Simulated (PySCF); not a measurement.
Methylketene, C₃H₄O.
SMILES: `CC=C=O`

Level of theory: EOM-IP-CCSD/aug-cc-pVDZ in PySCF, restricted Hartree–Fock reference, frozen core, non-relativistic, gas phase, PBE0-D3(BJ)/def2-SVP geometry.

The vertical ionisation energies are 8.90, 13.44, 14.07, 14.49, 15.33, 15.56, 16.78, 17.82 eV.

Q: Which Hartree–Fock orbital leads each hole, and what is its Koopmans value −ε?

A: 
```json
{"leading hole (HF orbital)": "HOMO", "Koopmans (eV)": "9.38", "EOM-IP-CCSD (eV)": "8.90", "change (eV)": "-0.48", "one-hole share": "0.96"}
{"leading hole (HF orbital)": "HOMO-1", "Koopmans (eV)": "14.43", "EOM-IP-CCSD (eV)": "13.44", "change (eV)": "-0.99", "one-hole share": "0.95"}
{"leading hole (HF orbital)": "HOMO-2", "Koopmans (eV)": "15.13", "EOM-IP-CCSD (eV)": "14.07", "change (eV)": "-1.06", "one-hole share": "0.95"}
{"leading hole (HF orbital)": "HOMO-3", "Koopmans (eV)": "15.65", "EOM-IP-CCSD (eV)": "14.49", "change (eV)": "-1.16", "one-hole share": "0.94"}
{"leading hole (HF orbital)": "HOMO-5", "Koopmans (eV)": "17.40", "EOM-IP-CCSD (eV)": "15.33", "change (eV)": "-2.07", "one-hole share": "0.90"}
{"leading hole (HF orbital)": "HOMO-4", "Koopmans (eV)": "16.88", "EOM-IP-CCSD (eV)": "15.56", "change (eV)": "-1.32", "one-hole share": "0.93"}
{"leading hole (HF orbital)": "HOMO-6", "Koopmans (eV)": "18.52", "EOM-IP-CCSD (eV)": "16.78", "change (eV)": "-1.74", "one-hole share": "0.93"}
{"leading hole (HF orbital)": "HOMO-7", "Koopmans (eV)": "20.28", "EOM-IP-CCSD (eV)": "17.82", "change (eV)": "-2.46", "one-hole share": "0.92"}
```

Q: Does the order of the lines follow the orbital energies?

A: No: the HOMO-5 hole (15.33 eV) falls below the HOMO-4 hole (15.56 eV). The corrections run from -2.46 to -0.48 eV, with a mean of -1.41 eV over the 8 lines; no line lies above its Koopmans value. Koopmans values leave out both the relaxation of the orbitals and the change in correlation energy.

Q: At what kinetic energies would He I light (21.22 eV) eject these electrons?

A: 12.32 eV (HOMO), 7.78 eV (HOMO-1), 7.15 eV (HOMO-2), 6.73 eV (HOMO-3), 5.89 eV (HOMO-5), 5.66 eV (HOMO-4), 4.44 eV (HOMO-6), 3.40 eV (HOMO-7).

One root was sought for each valence orbital with −ε under 21 eV, eight at most, so deeper holes and satellites are missing; no vibrational structure.
